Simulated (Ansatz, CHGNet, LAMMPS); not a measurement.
# Lattice parameter c of wurtzite CdS: levels of theory against measurement

Reference value: 6.714 Å (measured, temperature not stated, not corrected to a static lattice; as tabulated in Biswas et al. (2022), arXiv:2106.08875).

```csv
level (code),value (Å),difference (%)
Stillinger–Weber CdTeZnSeHgS0.sw (LAMMPS),6.738,+0.36
CHGNet 0.3.0,6.918,+3.04
LDA (Ansatz),6.639,-1.12
PBE (Ansatz),6.830,+1.73
rVV10 (Ansatz),6.850,+2.03
```

Leaving aside Stillinger–Weber CdTeZnSeHgS0.sw (doubt noted below): The reference's temperature isn't stated, so close values are not ranked against it. Off by more than 1.75 %, or 2.45 % on the side where a correction would as a rule narrow the miss (bounds picked here): CHGNet 0.3.0 (+3.04 %), rVV10 (+2.03 %).

The reference isn't brought to a static lattice, while the calculations are for one, so the differences are not the levels' errors alone.  Stillinger–Weber CdTeZnSeHgS0.sw: the potential file covers more elements than this solid holds. Ansatz's density-functional and Hartree–Fock values are scalar-relativistic unless marked +SOC, with PAW data made under PBE.

Empirical potentials (Stillinger–Weber CdTeZnSeHgS0.sw) are fitted to chosen data: where that held the value shown, agreement is built in, and what lay outside the fit can be far off. Machine-learned potentials (CHGNet 0.3.0) are trained on DFT data: a solid inside that data is no test of them.

Differences are worked out from the printed values.

Ansatz is a quantum-chemistry and plane-wave program.
